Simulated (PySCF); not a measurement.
Mapped SMILES: `[CH3:1][CH:2]([CH3:3])[C:4](=[O:5])[Cl:6]`. Each H is labelled by its parent atom.

GIAO PBE0/pcSseg-1 shifts (PySCF 2.14.0 with density-fitted response routines, gas phase, non-relativistic, equivalent atoms averaged), each against references optimised in the same way as the molecule (TMS, H2O, HCl).

On the GFN2-xTB geometry: C4 188.5, C2 49.2, C1/C3 21.6, O5 583.2, Cl6 450, H(C2) 2.73, H(C1)/H(C3) 1.30 ppm.

What changes on the GFN2-xTB geometry?

Answers


```json
{"atoms": "C4", "δ (ppm)": "188.5", "change": "+0.0"}
{"atoms": "C2", "δ (ppm)": "49.2", "change": "+0.0"}
{"atoms": "C1/C3", "δ (ppm)": "21.6", "change": "+0.0"}
{"atoms": "O5", "δ (ppm)": "583.2", "change": "+0.0"}
{"atoms": "Cl6", "δ (ppm)": "450", "change": "+0"}
{"atoms": "H(C2)", "δ (ppm)": "2.73", "change": "+0.00"}
{"atoms": "H(C1)/H(C3)", "δ (ppm)": "1.30", "change": "+0.00"}
```

Bonds between heavy atoms that differ most (equivalent bonds averaged): C1–C2 1.530 → 1.530 Å. Mean change of bonds to hydrogen: C–H +0.000 Å.
